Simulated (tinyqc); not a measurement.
Coupled-perturbed Hartree-Fock on RHF in the sto-6g basis, for HF, spin multiplicity 1, step by step. One step of it, computed by the program tinyqc.

Problem. Coupled step 2. U_ai = -(mu_ai + sum_bj [4 (ai|bj) - (ab|ij) - (aj|bi)] U_bj) / (e_a - e_i); alpha = -4 sum U_ai mu_ai.

U after step 1, order a6:
```
[[0.000686, -0.012005, -0.881514, 0.000000, 0.000000]]
```

dipole integrals <a|z|i> (bohr), order a6:
```
[[-0.041537, 0.086883, 0.931974, 0.000000, 0.000000]]
```

orbital energies (hartree): [-26.239468, -1.477667, -0.586132, -0.472802, -0.472802, 0.591884]

Two-electron integrals over orbitals (pq|rs), unique and non-zero (hartree):
```
(11|11) 5.380959    (21|11) -0.517608   (21|21) 0.080458    (22|11) 1.219787
(22|21) -0.021203   (22|22) 0.861425    (31|11) 0.164120    (31|21) -0.023623
(31|22) 0.013403    (31|31) 0.024181    (32|11) -0.148597   (32|21) 0.009155
(32|22) -0.020407   (32|31) 0.020886    (32|32) 0.157055    (33|11) 1.007103
(33|21) -0.010784   (33|22) 0.756765    (33|31) -0.005694   (33|32) -0.048129
(33|33) 0.768680    (41|41) 0.030399    (42|41) 0.039019    (42|42) 0.181591
(43|41) -0.011284   (43|42) -0.042028   (43|43) 0.047709    (44|11) 1.265973
(44|21) -0.013697   (44|22) 0.881711    (44|31) 0.004171    (44|32) -0.076739
(44|33) 0.755504    (44|44) 0.998085    (51|51) 0.030399    (52|51) 0.039019
(52|52) 0.181591    (53|51) -0.011284   (53|52) -0.042028   (53|53) 0.047709
(54|54) 0.053789    (55|11) 1.265973    (55|21) -0.013697   (55|22) 0.881711
(55|31) 0.004171    (55|32) -0.076739   (55|33) 0.755504    (55|44) 0.890506
(55|55) 0.998085    (61|11) 0.175576    (61|21) -0.029634   (61|22) 0.000915
(61|31) -0.008147   (61|32) -0.025293   (61|33) 0.012327    (61|44) 0.004300
(61|55) 0.004300    (61|61) 0.027409    (62|11) -0.251411   (62|21) 0.006090
(62|22) -0.130000   (62|31) -0.020488   (62|32) -0.046823   (62|33) -0.039390
(62|44) -0.127591   (62|55) -0.127591   (62|61) 0.015473    (62|62) 0.097044
(63|11) -0.355345   (63|21) 0.005642    (63|22) -0.167795   (63|31) 0.002421
(63|32) 0.093614    (63|33) -0.123345   (63|44) -0.196397   (63|55) -0.196397
(63|61) -0.005952   (63|62) 0.056733    (63|63) 0.176963    (64|41) -0.010732
(64|42) -0.042062   (64|43) -0.014838   (64|64) 0.031389    (65|51) -0.010732
(65|52) -0.042062   (65|53) -0.014838   (65|65) 0.031389    (66|11) 0.889733
(66|21) -0.008899   (66|22) 0.682265    (66|31) 0.015889    (66|32) 0.070920
(66|33) 0.670793    (66|44) 0.651028    (66|55) 0.651028    (66|61) -0.009626
(66|62) -0.067669   (66|63) -0.012617   (66|66) 0.716552
```

Give: U after step 2; polarisability.

Solution.

U after step 2, order a6:
```
[[0.0005, -0.0020, -0.8948, 0.0000, 0.0000]]
```

polarisability = 3.3365 bohr^3
